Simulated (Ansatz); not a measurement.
For tetradymite Bi2Se3, PBE-D3(BJ) (PAW; Ansatz, a quantum-chemistry and plane-wave program) gives:

```
Property                                Result
------------------------------  --------------
equilibrium lattice constant a         4.144 Å
lattice parameter c                   28.475 Å
formation enthalpy              -0.402 eV/atom
```

### Question
What does r²SCAN-D4 in Ansatz (plane waves, PAW) give for the same quantities?

### Answer

- lattice constant a: 4.149 Å (increases by 0.1 %)
- lattice parameter c: 29.497 Å (increases by 3.6 %)
- formation enthalpy: -0.440 eV/atom (moves by -0.038 eV/atom)

For comparison: lattice constant a 4.143 Å (measured, temperature not stated, not corrected to a static lattice; as tabulated in Luo et al. (2012), arXiv:1308.1523); lattice parameter c 28.636 Å (measured, temperature not stated, no zero-point or thermal correction; as tabulated in Luo et al. (2012), arXiv:1308.1523); formation enthalpy -0.291 ± 0.007 eV/atom (measured, 298 K, copied from a table, unchecked, not corrected to a static lattice; as tabulated in Wang et al. (2021), doi:10.1038/s41598-021-94550-5).

Changes are worked out from the printed values.

Unless a cell is named, each level is at its own relaxed cell (PBE-D3(BJ) 28.23, r²SCAN-D4 29.31 Å³/atom).

Levels without +SOC leave out spin–orbit coupling, which shifts energies and cells of such heavy elements.

Ansatz's density-functional and Hartree–Fock values are scalar-relativistic unless marked +SOC, with PAW data made under PBE.
